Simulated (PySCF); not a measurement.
SiO, singlet: the ladder up to full CI

Geometry: a PBE0/def2-TZVP stationary point for this spin.

```
atom   x (Å)   y (Å)   z (Å)
  Si  0.0000  0.0000  0.0000
   O  0.0000  0.0000  1.5088
```

Basis 6-31G; PySCF 2.14.0. Correlated methods freeze the noble-gas cores, which leaves 10 electrons in 16 orbitals. R marks a restricted (for open shells ROHF) determinant.

Full CI is exact within this basis and frozen core; it isn't the basis-set limit.

```
T1 diagnostic (ROHF- or RHF-based CCSD)             : 0.0326
largest doubles amplitude (ROHF- or RHF-based CCSD) : 0.084
```

| level | E − E(full CI) (meV) | share of correlation (%) | wall time |
| --- | --- | --- | --- |
| RHF | 5503 | 0.00 | – |
| RMP2 | 63 | 98.86 | – |
| RCCSD | 294 | 94.66 | – |
| RCCSD(T) | 38 | 99.30 | 0.29 s |
| RCCSDT | 29 | 99.47 | – |
| RCCSDT(Q) | -7 | 100.13 | 1.9 s |

The correlation energy at full CI, counted from RHF, is -5.503 eV. Full CI, over all symmetries tried, took 2 min on 1 thread of Arm Neoverse V1, shared host; the state has 4,777,056 determinants.

Times are those of the correlated step on a shared host, with one SCF added for the restricted CCSD run; they ran on 1 thread of Arm Neoverse V1.

Not variational, and here over 5 meV under the exact energy: RCCSDT(Q).

The full-CI state has the irrep A1 of C2v, in the program's axes (one component, if the state is degenerate).

Natural occupations of full CI about the gap: 1.988 1.968 1.945 1.928 1.928 0.080 0.080 0.035 0.015 0.009; effectively unpaired electrons, Σ n²(2−n)², 0.11.

Atomization energy (electronic, same basis, no zero-point term; atoms at the same level, unrestricted beside the R rows where the molecule is a closed shell; the atoms' step beyond CCSDT comes from their full CI) at full CI: 557.4 kJ/mol. Errors of other levels:

```csv
level,error (kJ/mol)
RHF,-315.9
RMP2,40.1
RCCSD,-26.8
RCCSD(T),-3.3
RCCSDT,-2.7
RCCSDT(Q),0.7
```

This basis is far from its limit, so the value isn't to be set against a measured one.
